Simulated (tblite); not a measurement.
Species: C3H4O (charge +1 and doublet state).
Structure used (GFN2-xTB), in Å, numbered top down from 1:
```xyz
8
C3H4O angstrom
C     -1.1277   -0.2258    0.4430
C      0.0407    0.3613    0.2980
C      1.1200   -0.0067   -0.6549
O      2.1697    0.4872   -0.8189
H     -1.4950   -1.0811   -0.1118
H     -1.8363    0.1451    1.1821
H      0.3483    1.2233    0.8944
H      0.7894   -0.8939   -1.2567
```

All values are computed: GFN2-xTB (tblite) harmonic vibrations without scaling, gas phase. Against measured fundamentals such values can be off by several per cent, at times by over 20. One conformer, not necessarily the lowest. Open shells enter through the occupations alone, without spin polarisation, and single modes of such species can be off by tens of per cent.

Harmonic wavenumbers (cm⁻¹): 34.4, 347.0, 485.4, 512.4, 674.6, 804.0, 840.5, 934.8, 956.9, 1131.2, 1165.2, 1285.7, 1609.6, 1858.5, 2576.6, 2924.5, 2975.1, 3036.3.

A = 53337, B = 4505, C = 4154 MHz; mass 56.026 u (most abundant isotopes); point group Cs, symmetry number 1; spin multiplicity 2.

Task: Zero-point energy?

Result: Half the sum of the wavenumbers: 12076 cm⁻¹ = 144.47 kJ/mol.

Task: Give the ideal-gas entropy at 500 K and 1 bar in the rigid-rotor, harmonic-oscillator model (classical rotation).

Result: Translation 169.81, rotation 103.90, vibration 66.73, spin (R ln 2) 5.76: S = 346.2 J/(mol K).

Task: And Cp and H(500 K) − H(0)?

Result: Cp = 103.00 J/(mol K), of which vibrations give 69.75 (their classical limit is 18 R = 149.7); H(500 K) − H(0) = 33.49 kJ/mol without the zero-point energy, 16.86 from vibrations.

Task: Blend soft modes into free rotors: weight 1/[1 + (100 cm⁻¹/ν̃)⁴] for the oscillator and the rest for a rotor with moment μB/(μ + B), μ = h/(8π²ν), B = 10⁻⁴⁴ kg m². What vibrational entropy results?

Result: 57.84 J/(mol K) in place of 66.73, which changes −T·S at 500 K by +4.44 kJ/mol.

Task: How do the functions run with temperature in this model?

Result: 
| T (K) | S (J/(mol K)) | Cp (J/(mol K)) | H − H(0) (kJ/mol) | G − H(0) (kJ/mol) | ln q(vib) |
| --- | --- | --- | --- | --- | --- |
| 100 | 240.6 | 43.6 | 4.01 | -20.06 | 0.95 |
| 200 | 274.6 | 57.2 | 8.98 | -45.94 | 1.68 |
| 300 | 301.0 | 74.5 | 15.56 | -74.75 | 2.40 |
| 800 | 401.0 | 129.8 | 68.77 | -252.02 | 6.40 |
| 1000 | 431.3 | 141.6 | 95.97 | -335.31 | 7.94 |

q(vib) and H(0) count from the zero-point level.

Hindered rotation and anharmonicity are outside this model. Other conformers, if any are populated, would add a mixing term that is left out.

The run took 0.26 s of wall time on an Intel Xeon at 2.50 GHz with one thread, on a shared host. The figure is for the frequency step alone.
